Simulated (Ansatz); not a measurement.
**AlNH (doublet): the correlation ladder at scale of all distances = 1.992, 6-31G**

One table from this session's results is given with a row withheld; the runs are named, their logs left out.

Method: 6-31G, core rule «outside noble gas», up to 6 orbitals frozen; program: Ansatz 0.2.0, Gaussian basis.

To be run: UHF; CCSD(T) on ROHF; CCSD(T) on UHF; BCCD(T) on ROHF; CISD; CCSDT(Q) on ROHF; CCSDT(Q) on UHF; CISDTQ; CCSDTQ on ROHF; CASSCF and MRCISD+Q, 3 electrons in 3 orbitals; CASSCF and NEVPT2, 3 electrons in 3 orbitals; CASSCF and MRCISD+Q, 9 electrons in 9 orbitals; CASSCF and NEVPT2, 9 electrons in 9 orbitals; Full CI; Full CI in the symmetry of the determinant.

16 further runs of the same task are left out: 1 for a known fault of the program, 11 that didn't finish, 4 set aside as unsound or not needed.

## The system

The geometry derives from a PBE0/def2-TZVP stationary point (not a proven minimum). All distances are scaled together.

3 atoms, charge 0, spin multiplicity 2.

Atoms are counted from 1 here; the program's logs count them from 0.

No contacts short enough for the rule that draws bonds.

Set-up of the first run:

Contents of in.yaml:

```yaml
crystal:
  periodic: [false, false, false]
  atoms:
    - {symbol: Al, position_ang: [0.000000, 0.000000, 0.101259]}
    - {symbol: N, position_ang: [0.000000, 0.000000, -3.350068]}
    - {symbol: H, position_ang: [0.000000, 0.000000, 3.248809]}
basis:
  gaussian: {orbitals: 6-31G}
magnetization: {spin_polarized: true, initial_magnetization: 1}
hamiltonian: {xc: hf}
output: {orbitals: {seedname: orbitals}}
```

On the command line:

```bash
$ ansatz run in.yaml --threads 1 --pin off --events-out ev --progress --plain --max-ram 2393MiB
```

Steps of the session up to this table: UHF; CCSD(T) on ROHF; CCSD(T) on UHF; BCCD(T) on ROHF; CISD; CCSDT(Q) on ROHF; CCSDT(Q) on UHF; CISDTQ; CCSDTQ on ROHF; CASSCF and MRCISD+Q, 3 electrons in 3 orbitals; CASSCF and NEVPT2, 3 electrons in 3 orbitals; CASSCF and MRCISD+Q, 9 electrons in 9 orbitals; CASSCF and NEVPT2, 9 electrons in 9 orbitals; Full CI; Full CI in the symmetry of the determinant.

One of the session's tables, all rows but one given; the rest of the session is left out.

| method | from FCI (meV) |
| --- | --- |
| UHF | +1777.7 |
| UMP2 | +567.1 |
| UCCSD | +21.9 |
| UCCSD(T) | +11.1 |
| UCCSDT | +2.4 |
| UCCSDT(Q) | +1.3 |
| CASSCF valence | ? |
| NEVPT2 valence | +414.4 |
| MRCISD valence | +33.7 |
| MRCISD+Q valence | +5.9 |
| FCI | 0 |

Q: Estimate the row for CASSCF valence from the others.

The run gave: from FCI (meV): +1202.0. In the column «from FCI (meV)» it lies between UMP2 (+567.1) and UHF (+1777.7).

Left out of the table: CASSCF pair, NEVPT2 pair, MRCISD pair, MRCISD+Q pair (the active space lost an orbital or holds another state than full CI finds).

To keep in mind: The determinant is far from a pure spin state, so its energy mixes those of several spin states (harmless only where they are near-degenerate, as at dissociation). The report flags that the cluster equations may have other roots. Left out of the table: ROHF, RMP2, CISD, RCCSD, RCCSD(T), BCCD(T), RCCSDT, CISDTQ, RCCSDT(Q), RCCSDTQ (another determinant or state than the rows shown). Levels on UHF freeze UHF's core orbitals, full CI those of ROHF, so the U rows can settle a little off it for that reason alone.
